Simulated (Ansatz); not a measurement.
Compare A (`C#CCCF`) with its isomer B (`CC#CCF`).

Gas-phase electronic energies from Ansatz, PBE0-D4/def2-TZVP geometries. CBS: MP2 limit from def2 TZ/QZ plus the TZ coupled-cluster correction, frozen cores. Functionals use def2-TZVPP. B3LYP here is the variant with VWN-RPA as its local correlation; programs differ in this. One conformer a species, not always the lowest.

Problem. Which isomer does CCSD(T)/CBS put lower? Give the gap. (Best estimate.)

Solution. Ansatz gave: B, by 1.5 kcal/mol.

Problem. Give E(B) − E(A) in kcal/mol with PBE0-D4, CCSD(T)/def2-SVP, r2SCAN-D4, B3LYP, B2PLYP, B3LYP-D4, ωB97M-V. (Estimate.)

Solution. The calculation gave: PBE0-D4 -3.7, CCSD(T)/def2-SVP -2.0, r2SCAN-D4 -3.6, B3LYP -4.1, B2PLYP -3.1, B3LYP-D4 -3.5, ωB97M-V -2.3. None reverses the order clearly.

Problem. Does the order hold for the free energy at 298.15 K (harmonic terms from PBE0-D4)? (Best estimate.)

Solution. The calculation gave: Yes: G(B) − G(A) = -3.0 kcal/mol, for one conformer each. Modes under 60 cm⁻¹, often nearly free rotors, make the harmonic entropy too high.

Largest T1 diagnostic: 0.011.

From BLYP to BHLYP (50 % exact exchange), in def2-TZVPP and without D4, E(B) − E(A) moves by +1.4 kcal/mol. Leaving LDA and LC-ωPBE aside and taking each functional with its dispersion term where it has one, the values, not all of them listed here, spread over 2.1 kcal/mol, from PBE-D4 to ωB97M-V.
